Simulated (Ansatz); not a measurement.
# C2H7B: the cost of one run

Program: Ansatz 0.2.0. Level of theory: RKS PBE0-D4/def2-SVP. These are calculated values, not measurements.

## (1) The starting structure

Bond lengths: B1–C2 1.800 Å, C2–H3 1.110 Å, C2–H4 1.110 Å, C2–H5 1.110 Å, B1–C7 1.600 Å, C7–H8 1.110 Å, C7–H9 1.110 Å, C7–H10 1.110 Å. Angles: B1–C2–H3 74.9°, B1–C2–H4 132.6°, B1–C2–H5 113.1°, H3–C2–H4 109.4°, H3–C2–H5 109.4°, H4–C2–H5 109.4°, C2–B1–C7 156.1°, B1–C7–H8 109.5°, B1–C7–H9 109.5°, B1–C7–H10 109.5°, H8–C7–H9 109.4°, H8–C7–H10 109.4°, H9–C7–H10 109.4°.

Coordinates:

```xyz
10

B     0.0000    0.0000    0.0000
C     1.0599    0.0000    1.4549
H     0.0603   -0.3092    1.8254
H     1.8275   -0.7111    1.8254
H     1.2919    1.0203    1.8254
H     1.3894    0.0000   -0.0408
C    -1.3856    0.0000   -0.8000
H    -1.9458   -0.9305   -0.5708
H    -1.9898    0.8797   -0.4946
H    -1.1839    0.0508   -1.8903
```

## (2) A restrained relaxation towards end A

Springs on the bonds that form and break draw the guess towards this end; the thresholds are loose.

Contents of input.yaml:

```yaml
crystal:
  periodic: [false, false, false]
  atoms:
    - { symbol: B, position_ang: [0.0, 0.0, 0.0] }
    - { symbol: C, position_ang: [1.0599, 0.0, 1.4549] }
    - { symbol: H, position_ang: [0.0603, -0.3092, 1.8254] }
    - { symbol: H, position_ang: [1.8275, -0.7111, 1.8254] }
    - { symbol: H, position_ang: [1.2919, 1.0203, 1.8254] }
    - { symbol: H, position_ang: [1.3894, 0.0, -0.0408] }
    - { symbol: C, position_ang: [-1.3856, 0.0, -0.8] }
    - { symbol: H, position_ang: [-1.9458, -0.9305, -0.5708] }
    - { symbol: H, position_ang: [-1.9898, 0.8797, -0.4946] }
    - { symbol: H, position_ang: [-1.1839, 0.0508, -1.8903] }
basis:
  gaussian: { orbitals: def2-SVP }
hamiltonian:
  xc: pbe0
  dispersion: d4
relax:
  f_tol: 0.15
  max_steps: 25
  restrain:
    - { distance: [1, 5], at: 2.31, k: 30.0 }
    - { distance: [0, 1], at: 1.6, k: 30.0 }
    - { distance: [0, 5], at: 1.19, k: 30.0 }
output:
  orbitals: {}
```

On the command line:

```console
> ansatz run input.yaml --threads 1 --pin off --max-ram 2048MiB --backend cpu --events-out ev --progress --plain --runs-dir out
```

Q: Estimate wall time and peak memory on 1 thread of Arm Neoverse V2, shared host.

About 22 s, with a peak of 0.13 GiB.
